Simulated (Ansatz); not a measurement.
Relaxation of CH$_{6}$BF (9 atoms, charge 0, multiplicity 1), to a largest force component of 0.03 eV/Å in at most 50 steps.

The calculation used RKS B3LYP/def2-SVP in Ansatz.

```xyz
9
Properties=species:S:1:pos:R:3
B 0.026 0.169 0.235
C 0.031 0.209 1.823
H -0.911 -0.095 2.312
H 0.887 -0.324 2.272
H 0.174 1.273 2.099
H 1.068 0.143 -0.366
H -1.004 0.332 -0.373
F -0.220 -2.326 0.457
H -0.407 -1.999 1.302
```

Task: Where does it end, and by what steps?

Result: It converged. After 7 steps the energy has fallen by 0.039 eV; F8 moved furthest, 0.27 Å.

```json
{"step": "0", "energy less start (eV)": "0.0000", "largest force component (eV/Å)": "0.421", "accepted": "yes"}
{"step": "1", "energy less start (eV)": "0.0023", "largest force component (eV/Å)": "1.405", "accepted": "no"}
{"step": "2", "energy less start (eV)": "-0.0139", "largest force component (eV/Å)": "0.192", "accepted": "yes"}
{"step": "3", "energy less start (eV)": "-0.0224", "largest force component (eV/Å)": "0.681", "accepted": "yes"}
{"step": "4", "energy less start (eV)": "-0.0319", "largest force component (eV/Å)": "0.599", "accepted": "yes"}
{"step": "5", "energy less start (eV)": "-0.0375", "largest force component (eV/Å)": "0.258", "accepted": "yes"}
{"step": "6", "energy less start (eV)": "-0.0385", "largest force component (eV/Å)": "0.072", "accepted": "yes"}
{"step": "7", "energy less start (eV)": "-0.0391", "largest force component (eV/Å)": "0.010", "accepted": "yes"}
```

```xyz
9
Properties=species:S:1:pos:R:3
B 0.015 0.061 0.285
C 0.040 0.236 1.851
H -0.897 -0.027 2.371
H 0.895 -0.240 2.360
H 0.169 1.326 2.012
H 1.056 0.040 -0.327
H -1.007 0.272 -0.323
F -0.232 -2.095 0.310
H -0.394 -2.191 1.221
```

Whether the end is a true minimum wasn't checked by a vibrational analysis.

The run took 19 s on 1 thread of Arm Neoverse V1, with other jobs on the host, peak memory 0.14 GiB.
